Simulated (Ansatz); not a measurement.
# C2H3NO2: a ladder of functionals and wavefunction methods

One table from this session's results is given with a row withheld; the runs are named, their logs left out.

Computed with Ansatz 0.2.0, Gaussian basis. Level: functionals in def2-TZVPP, the program's frozen cores in correlated methods.

Levels to be run: LDA (SPW92), PBE-D4, revPBE-D4, BLYP-D4, r2SCAN-D4, B97M-V, PBE0-D4, B3LYP-D4, r2SCANh-D4, r2SCAN0-D4, HSE06-D4, BHLYP-D4, CAM-B3LYP-D4, LC-ωPBE, ωB97X-V, ωB97M-V, B2PLYP, PBE-QIDH; CCSD(T)/def2-SVP; CCSD(T)/def2-TZVPP; MP2/def2-QZVPP; extrapolation to the limit; RPA on PBE.

### The geometry

The geometry comes from an earlier relaxation with PBE0-D4 in a triple-zeta def2 set; it is a stationary point, not always the lowest conformer.

8 atoms, charge 0, spin multiplicity 1.

Atoms are counted from 1 here; the program's logs count them from 0.

Bond lengths: O1–C2 1.362 Å, O1–H6 0.964 Å, C2–O3 1.382 Å, C2–C4 1.419 Å, C2–N5 1.474 Å, O3–H7 0.962 Å, C4–N5 1.269 Å, C4–H8 1.086 Å. Angles: C2–O1–H6 107.4°, O1–C2–O3 110.1°, O1–C2–C4 120.6°, O1–C2–N5 119.8°, O3–C2–C4 124.8°, O3–C2–N5 118.0°, C4–C2–N5 52.0°, C2–O3–H7 108.2°, C2–C4–N5 66.3°, C2–C4–H8 156.4°, N5–C4–H8 137.4°, C2–N5–C4 61.8°.

The first run:

in.yaml

```yaml
crystal:
  periodic: [false, false, false]
  atoms:
    - {symbol: O, position_ang: [-0.781768, 1.301014, 0.165111]}
    - {symbol: C, position_ang: [-0.024077, 0.179512, 0.013908]}
    - {symbol: O, position_ang: [1.314741, 0.516382, -0.043519]}
    - {symbol: C, position_ang: [-0.522995, -1.088898, 0.408185]}
    - {symbol: N, position_ang: [-0.500483, -0.917043, -0.848534]}
    - {symbol: H, position_ang: [-0.359418, 2.004794, -0.340385]}
    - {symbol: H, position_ang: [1.780763, -0.181790, -0.513059]}
    - {symbol: H, position_ang: [-0.814662, -1.870970, 1.102392]}
basis:
  gaussian: {orbitals: def2-TZVPP}
hamiltonian: {xc: lda}
output: {orbitals: {seedname: orbitals}}
```

Run with:

```console
$ ansatz run in.yaml --threads 2 --pin off --events-out ev --progress --plain --max-ram 4352MiB
```

Steps of the session up to this table: LDA; PBE-D4 (GGA); revPBE-D4 (GGA); BLYP-D4 (GGA); r2SCAN-D4 (meta-GGA); B97M-V (meta-GGA); B3LYP-D4 (hybrid); r2SCANh-D4 (hybrid); r2SCAN0-D4 (hybrid); HSE06-D4 (hybrid); BHLYP-D4 (hybrid); CAM-B3LYP-D4 (range-separated); LC-ωPBE (range-separated); ωB97X-V (range-separated); ωB97M-V (range-separated); B2PLYP (double hybrid); PBE-QIDH (double hybrid).

One table of the session follows, with a row left open; its other results are not shown here.

It belongs to the step «Orbital energies across the functionals». 

| functional | HOMO (eV) | gap (eV) |
| --- | --- | --- |
| LDA (SPW92) | -5.96 | 3.60 |
| PBE-D4 | -5.77 | 3.71 |
| revPBE-D4 | -5.70 | 3.74 |
| BLYP-D4 | -5.71 | 3.75 |
| r2SCAN-D4 | -6.01 | 4.17 |
| B97M-V | -6.11 | 4.41 |
| PBE0-D4 | ? | ? |
| B3LYP-D4 | -7.01 | 5.81 |
| r2SCANh-D4 | -6.56 | 5.14 |
| r2SCAN0-D4 | -7.37 | 6.60 |
| HSE06-D4 | -6.80 | 5.50 |
| BHLYP-D4 | -8.60 | 8.92 |
| CAM-B3LYP-D4 | -8.67 | 8.96 |
| LC-ωPBE | -9.97 | 11.57 |
| ωB97X-V | -9.61 | 11.12 |
| ωB97M-V | -9.53 | 10.95 |

**Question.** Estimate the row for PBE0-D4.

The run gave: HOMO (eV): -7.20; gap (eV): 6.30. In the column «HOMO (eV)» it lies between r2SCAN0-D4 (-7.37) and B3LYP-D4 (-7.01).
